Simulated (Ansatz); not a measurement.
# GeH₂Br (H-bridged), quartet: the ladder up to UCCSDT(Q)

Geometry: displaced at random from a stationary point.

| atom | x (Å) | y (Å) | z (Å) |
| --- | --- | --- | --- |
| Ge | 0.0646 | 0.4849 | 0.6184 |
| Br | -0.1003 | 0.4497 | -2.1602 |
| H | -0.0237 | -0.1729 | 2.0625 |
| H | 0.0594 | -0.7616 | -0.5207 |

Basis cc-pVDZ; Ansatz 0.2.0. Only valence electrons are correlated (noble-gas cores and the filled d shells of p-block atoms frozen), which leaves 13 electrons in 36 orbitals. R marks a restricted (for open shells ROHF) determinant, U an unrestricted one. Active spaces: valence = (13e, 10o) chosen from the atoms' valence shells. No spin–orbit coupling is included, and no scalar relativity.

Full CI isn't at hand for all of this; UCCSDT(Q) serves as the reference, and is uncertain by about the last step of the cluster series. The frozen core follows each run's orbitals, which can shift R against U totals by a few meV for light atoms and by up to 0.1 eV past Ca.

The UHF ⟨S²⟩ is 3.770. The T1 diagnostic (RCCSD) is 0.0260, the largest doubles amplitude (RCCSD) is 0.048 and the T1 diagnostic (UCCSD) is 0.0202.

```tsv
level	E − E(RHF) (eV)
UHF	-0.1967
UMP2	-5.1232
UCCSD	-6.0172
UCCSD(T)	-6.1537
```

(1) Estimate how far UCCSDT(Q) in cc-pVDZ lies from UCCSD(T). The table doesn't fix it; the size of (T) and the diagnostics are the guide.

(1) UCCSDT(Q) in cc-pVDZ lies 1.01 kcal/mol below UCCSD(T), which is 32 % of the (T) step (-3.15 kcal/mol). The diagnostics give no warning, yet the rest is a sizeable part of (T). The miss exceeds 1 kcal/mol.

The other levels:

```csv
level,E − E(UCCSDT(Q)) (kcal/mol),share of correlation (%),wall time
UCCSDT,0.27,99.81,–
```

The correlation energy at UCCSDT(Q), counted from RHF, is -6.197 eV. That run took 44 s on 1 thread of Arm Neoverse V2, shared host.

Run but not shown, since their state or frozen core can't be matched to the reference's or they repeat it: RHF, RMP2, CISD, RCCSD, RCCSD(T), BCCD(T), RCCSDT, RCCSDT(Q), CASSCF (valence space), NEVPT2 (valence space), MRCISD (valence space), MRCISD+Q (valence space).

Times hold each run's SCF and search for its determinant on a shared host, so for small cases they say little of a method's own cost; they ran on 1 thread of Arm Neoverse V2.

Natural occupations of CASSCF (valence space) about the gap: 1.977 1.957 1.010 1.007 1.001 0.034 0.025; effectively unpaired electrons, Σ n²(2−n)², 3.02.
